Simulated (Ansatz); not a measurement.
Species: C2Cl4 (charge 0, singlet). SMILES: ClC(=C(Cl)Cl)Cl
Structure (B3LYP-D3(BJ)/def2-TZVP (Ansatz, a program for electronic structure) minimum search):
```xyz
6

C     -0.0004    -0.0005     0.6696
C      0.0004     0.0005    -0.6696
Cl     0.0045     1.4501     1.5909
Cl    -0.0065    -1.4527     1.5885
Cl    -0.0045    -1.4501    -1.5909
Cl     0.0065     1.4527    -1.5885
```
Charge 0, spin multiplicity 1.

Give the harmonic wavenumbers at B3LYP-D3(BJ)/def2-TZVP (Ansatz, finite differences of forces, unscaled).

98, 178, 238, 290, 313, 346, 446, 550, 774, 885, 970, 1614 cm⁻¹. Zero-point energy 9.6 kcal/mol.

From these and the geometry, give the ideal-gas thermochemistry at 298.15 K and 1 atm (rigid rotor, harmonic oscillator).

Point group D2h, rotational symmetry number 4. Rotational constants 1.692, 1.369, 0.7568 GHz. S(trans) 41.23, S(rot) 26.84, S(vib) 13.51, S(elec, spin only) 0.00, S 81.6 cal/(mol K). H(298) - H(0) 4.68 kcal/mol; G - E(el) -10.1 kcal/mol.
